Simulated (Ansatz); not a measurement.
System: fcc Pt. Method: PBE-D3(BJ) in Ansatz (PAW).

Settings: plane-wave cutoff 520 eV, 24×24×24 k mesh, Fermi–Dirac smearing 0.05 eV, scalar-relativistic PAW data made under PBE.

Cell (relaxed at this level):

Pt is modelled in the cubic space group Fm-3m (No. 225), the fcc (Cu type) structure, Pearson symbol cF4. Conventional cell: a = b = c = 3.929 Å, α = β = γ = 90.00°. Pt on 4a is surrounded by 12 Pt at 2.778 Å (cuboctahedral). (Neighbours: up to the widest gap in distance over summed covalent radii, below 1.35, at either atom.)
(The calculation used a cell of 1 atom; values per cell refer to that cell.)

Task: Estimate the bulk modulus and pressure derivative B′ of the bulk modulus that the calculation returns.

Result: 
- bulk modulus = 276 GPa
- pressure derivative B′ of the bulk modulus = 5.4

The run finds no gap.

Measured, for comparison: bulk modulus 289 GPa (corrected for temperature and zero-point phonon effects; as tabulated in Levämäki et al. (2014), arXiv:1402.3671). Computed (rounded) less measured: bulk modulus -4 %.

Spin–orbit coupling is not included.

Static lattice: no zero-point or thermal effects.

It cost very roughly 26 core-seconds of CPU time.

Ansatz is a first-principles code.
